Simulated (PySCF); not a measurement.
Compound: C₅H₇F.
Geometry (PBE0-D3(BJ)/def2-SVP, Å), atoms numbered from 1 in this order:
```
atom  x, y, z in Å
C1     2.3042   -0.7286   -0.6554
C2     1.0156   -0.3772   -0.5354
C3     0.4349    0.1312    0.6971
C4    -0.8498    0.4726    0.9028
C5    -1.9722    0.3775   -0.0725
F6    -2.7401    1.5184   -0.0249
H7     2.7110   -1.0985   -1.5994
H8     2.9939   -0.6559    0.1918
H9     0.3625   -0.4720   -1.4097
H10    1.1302    0.2388    1.5376
H11   -1.1449    0.8400    1.8919
H12   -1.6198    0.2343   -1.1070
H13   -2.6249   -0.4788    0.1836
```

Method: PySCF, TDDFT CAM-B3LYP/def2-SVPD, vertical, gas phase, core orbitals frozen in the response.

Transition dipole moments from the ground state, in atomic units and in the frame of the coordinates above (overall signs are arbitrary), for the states with f of 0.002 or more among the lowest 9:

| state | E (eV) | μx | μy | μz |
| --- | --- | --- | --- | --- |
| S1 | 5.741 | -2.099 | 0.660 | 0.636 |
| S3 | 6.953 | -0.149 | -0.213 | 0.120 |
| S4 | 7.076 | 0.154 | -0.103 | -0.037 |
| S5 | 7.199 | -0.120 | 0.080 | -0.083 |
| S6 | 7.460 | -0.015 | -0.359 | 0.158 |
| S7 | 7.757 | -0.084 | 0.189 | 0.196 |
| S9 | 8.353 | 0.071 | 0.080 | 0.047 |

Task: Work out the oscillator strengths.

Result: f = (2/3) ΔE |μ|² with ΔE in hartree (27.2114 eV).

```csv
state,|μ|² (au),|μ| (D),f
S1,5.248,5.82,0.738
S3,0.082,0.73,0.014
S4,0.036,0.48,0.006
S5,0.028,0.42,0.005
S6,0.154,1.00,0.028
S7,0.081,0.72,0.015
S9,0.014,0.30,0.003
```

Task: What angle do the transition dipoles of S1 and S6 make?

Result: |cos θ| = |μa·μb| / (|μa| |μb|) = 0.12, so θ ≈ 83° (taken between 0 and 90°, since the signs are arbitrary).

Task: How is the summed strength of these states shared among x, y and z?

Result: (2/3) Σ ΔE μα² gives 0.633 for x, 0.104 for y and 0.073 for z, 0.810 in all.

Task: What peak molar absorption coefficient would the strongest computed level give as a lone Gaussian band 0.3 eV wide at half height?

Result: ε(max) = 2.175×10⁸ f / FWHM, with the width in cm⁻¹. S1: 2.175×10⁸ × 0.7381 / 2420 ≈ 66000 L mol⁻¹ cm⁻¹.

All these states lie below the vertical ionisation energy of 8.99 eV (ΔSCF).

Time: 54 s wall. Hardware: one thread, Arm Neoverse V2, on a shared host.

One conformer stands for the species.
